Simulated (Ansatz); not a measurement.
```xyz
10

N    -1.5048   -0.6327    1.3312
C    -0.5878   -0.1841    0.6146
C    -0.0331   -0.5240   -0.7425
C     0.9272    0.6307   -0.4546
O     0.2929    0.8472    0.8337
H    -1.5778   -0.1240    2.2106
H     0.4113   -1.5158   -0.8108
H    -0.7330   -0.3757   -1.5636
H     0.8275    1.5122   -1.0888
H     1.9777    0.3662   -0.3298
```

Charge 0, multiplicity 1.

(1) List the r2SCAN/def2-TZVPP orbital energies in eV (the Gaussian-basis code of Ansatz). (An estimate is asked.)

Results:

(1) The calculation gave: Occupied: -516.80, -384.57, -275.60, -274.99, -273.70, -28.86, -23.40, -20.15, -17.41, -13.96, -13.27, -13.15, -12.70, -10.12, -9.44, -9.34, -8.63, -6.87, -6.63. Lowest empty: -0.19, 1.19, 1.42, 1.97, 2.48, 2.61, 3.32, 4.54.
